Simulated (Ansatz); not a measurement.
# CAlCl: the cost of one run

Computed with Ansatz 0.2.0, Gaussian basis. Level: def2-QZVPP, core rule «outside noble gas», up to 11 orbitals frozen.

Plan: UHF; ROHF; CCSD(T) on UHF.

2 further runs of the same task are left out: 2 set aside as unsound or not needed.

## 1. What is computed

The geometry is a PBE0/def2-TZVP stationary point (not a proven minimum).

3 atoms, charge 0, spin multiplicity 3.

Atoms are counted from 1 here; the program's logs count them from 0.

Bond lengths: Al1–C2 1.945 Å, C2–Cl3 1.645 Å. Angles: Al1–C2–Cl3 180.0°.

## 2. UHF

in.yaml reads:

```yaml
crystal:
  periodic: [false, false, false]
  atoms:
    - {symbol: Al, position_ang: [0.000000, 0.000000, 1.845217]}
    - {symbol: C, position_ang: [0.000000, 0.000000, -0.099904]}
    - {symbol: Cl, position_ang: [0.000000, 0.000000, -1.745313]}
basis:
  gaussian: {orbitals: "def2-QZVPP.json"}
magnetization: {spin_polarized: true, initial_magnetization: 2}
hamiltonian: {xc: hf}
output: {orbitals: {seedname: orbitals}}
```

Command:

```
> ansatz run in.yaml --threads 1 --pin off --events-out ev --progress --plain --max-ram 2393MiB
```

What time and memory should one allow on 1 thread of Arm Neoverse V2, shared host?

About 24 s, with a peak of 0.55 GiB.
